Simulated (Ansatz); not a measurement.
A search over several starts for the lowest SCF solution of the cluster S3⁻ at the given spin, in a small basis.

```yaml
crystal:
  periodic: [false, false, false]
  atoms:
    - {symbol: S, position_ang: [1.694245, 0.339768, 0.015929]}
    - {symbol: S, position_ang: [-1.417065, -0.988968, 0.008936]}
    - {symbol: S, position_ang: [-0.277180, 0.649190, -0.024875]}
basis:
  gaussian: {orbitals: def2-SVP, initial_orbitals: start.molden}
total_charge: -1
magnetization: {spin_polarized: true, initial_magnetization: 1}
hamiltonian: {xc: pbe0, dispersion: d4}
output: {orbitals: {seedname: orbitals}}
```

The file start.molden holds the orbitals of an earlier run on this structure, at another level or in another basis.

```sh
$ ansatz run in.yaml --threads 4 --pin off --events-out ev --progress --plain --max-ram 3916MiB
```

Output, abridged:

```
Functional definition: PBE0
484 factors; integrals over basis functions are off by at most 9.5e-4 eV
mean field evaluation 1: about -32450.4036 eV, gradient 4.9e1 eV
mean field evaluation 2: about -32465.9119 eV, gradient 2.7e1 eV
mean field evaluation 4: about -32484.6662 eV, gradient 1.2e1 eV
mean field evaluation 8: about -32485.9634 eV, gradient 1.7e-4 eV
mean field evaluation 16: about -32485.9592 eV, gradient 6.0e-2 eV
mean field -32485.96341085 eV, -1193.8371355719 hartree, gradient 2.2e-5 eV, S^2 0.752268; 1 other end points of the search recorded, 0 dependent functions left out
reference -32485.96342328 eV, -1193.8371360285 hartree; 25, 24 occupied and 29, 30 virtual orbitals, 484 factors
Total energy: -32486.06162804 eV, -1193.8407449869 hartree
```

It took 0.85 s on 4 threads of Arm Neoverse V1 on a shared host.

The structure comes from a short search, and lower isomers may exist.
